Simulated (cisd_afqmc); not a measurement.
Input (AFQMC/CISD/aug-cc-pVDZ; cisd_afqmc is a phaseless AFQMC code with CISD trial states that reads the integrals written by Ansatz):

Ansatz 0.2 input:
```python
import cisd_afqmc

open("ham.yaml", "w").write("""\
crystal:
  periodic: [false, false, false]
  atoms:
    - {symbol: C, position_ang: [0.00000000, 0.00000000, 0.50036493]}
    - {symbol: N, position_ang: [-0.00000000, -0.00000000, -0.65264007]}
    - {symbol: H, position_ang: [0.00000000, 0.00000000, 1.56629093]}
basis:
  gaussian:
    orbitals: aug-cc-pVDZ
magnetization: {spin_polarized: false}
correlation: {method: ccsd, electrons: outside_noble_gas, hamiltonian_folder: ham}
""")
rep = cisd_afqmc.ansatz("ham.yaml")
e_ccsd = rep["correlation"]["coupled_cluster"]["energy"]["hartree"]
out = cisd_afqmc.run("ham", e_ccsd, trial="CISD", walkers=100, populations=8, threads=8, dt=0.005, steps=40, early=24, settle=10, least=32,
    cut=5e-5, rank_cut=2e-4, target=0.0004, seconds=1500, seed=1, memory=17280, gpu=False)
```

Output:

```
orbitals 53, occupied [5], factors 267 of 555, rank of the doubles 110 of 240
E(HF) = -92.887492
E(CCSD) on the cut factors = -93.190081, shift to the whole factors -0.000015
Energy of the trial state on the determinant = -93.190096
  tau behind 7.2 of longer steps, mean of the populations' last blocks
   2.0  -93.20545
   4.0  -93.20405
   6.0  -93.20291
   8.0  -93.20433
  10.0  -93.20453
  12.0  -93.20330
  14.0  -93.20258
  16.0  -93.20346
  18.0  -93.20393
  20.0  -93.20515
blocks 787 (2 outliers left out), error by blocks joined: 1: 0.00024, 2: 0.00029, 4: 0.00034, 8: 0.00040, 16: 0.00040
E(AFQMC/CISD) = -93.20390 +/- 0.00040
```
